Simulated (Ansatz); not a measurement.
Start from `C#CC(C)(C)F` and change one atom or group to get `C#CC(C)C`.

Ansatz, PBE0-D4/def2-TZVP geometries, multiplicity 1. 

```json
{"property": "size of the dipole moment (PBE/def2-TZVPP) / D", "`C#CC(C)(C)F`": "1.79"}
{"property": "LUMO energy (PBE0/def2-TZVPP) / eV", "`C#CC(C)(C)F`": "0.47"}
{"property": "HOMO energy (PBE/def2-TZVPP) / eV", "`C#CC(C)(C)F`": "-6.81"}
{"property": "size of the dipole moment (ωB97M-V/def2-TZVPP) / D", "`C#CC(C)(C)F`": "1.90"}
{"property": "HOMO–LUMO gap (PBE0/def2-TZVPP) / eV", "`C#CC(C)(C)F`": "8.53"}
{"property": "HOMO–LUMO gap (PBE/def2-TZVPP) / eV", "`C#CC(C)(C)F`": "6.21"}
```

(1) What does the change do to each property? (Estimate.)

## Answers

(1) Computed: 
```
                                          property  `C#CC(C)C`  shift
    size of the dipole moment (PBE/def2-TZVPP) / D        0.80  -0.99
                LUMO energy (PBE0/def2-TZVPP) / eV        0.93   0.46
                 HOMO energy (PBE/def2-TZVPP) / eV       -6.44   0.37
size of the dipole moment (ωB97M-V/def2-TZVPP) / D        0.75  -1.15
              HOMO–LUMO gap (PBE0/def2-TZVPP) / eV        8.58   0.05
               HOMO–LUMO gap (PBE/def2-TZVPP) / eV        6.46   0.25
```

With PBE0 the HOMO rises by 0.41 eV and the LUMO rises by 0.46 eV, so the gap widens by about 0.05 eV. PBE moves the HOMO by 0.37 eV and ωB97M-V by 0.41 eV. Dipoles are sizes alone; their direction can turn.
